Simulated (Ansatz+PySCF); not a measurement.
Two shapes of doublet C₃H₅.

Shape 1:

```xyz
8

H     0.0000   -1.2406   -1.2962
C     0.0000   -0.1582   -1.2275
C     0.0000    0.4791    0.0000
C     0.0000   -0.1582    1.2275
H     0.0000    0.4006    2.1546
H     0.0000    0.4006   -2.1546
H     0.0000    1.5173    0.0000
H     0.0000   -1.2406    1.2962
```

Shape 2:

```xyz
8

H     0.0000   -1.2494   -1.2962
C     0.0000   -0.1669   -1.2275
C     0.0000    0.4703    0.0000
C     0.0000   -0.1669    1.2275
H     0.0000    0.3918    2.1546
H     0.0000    0.3918   -2.1546
H     0.0000    1.5786    0.0000
H     0.0000   -1.2494    1.2962
```

Basis set: cc-pVTZ (spherical functions). Frozen core: 3 orbitals. Correlation on ROHF uses semicanonical orbitals with singles. Charge 0, multiplicity 2.

Computed with Ansatz (development build ahead of 0.2.0); the reference of a correlated method needn't be the lowest determinant of its kind.

Q: Which shape is lower in energy, and by how much in each method?

A:

```tsv
method	E(2) − E(1) (eV)
ROHF	-0.011
UHF	-0.012
ROHF-MP2	-0.030
UHF-MP2	-0.027
ROHF-CCSD(T)	-0.035
```

Shape 2 is lower. Caution for ROHF, ROHF-MP2, ROHF-CCSD(T): an unrestricted determinant lies well below; the determinant breaks the point group. Caution for UHF, UHF-MP2: the unrestricted determinant is spin contaminated. Caution for ROHF-MP2, UHF-MP2: forces differ strongly between restricted and unrestricted references. Caution for ROHF-CCSD(T): the determinant is a saddle point.
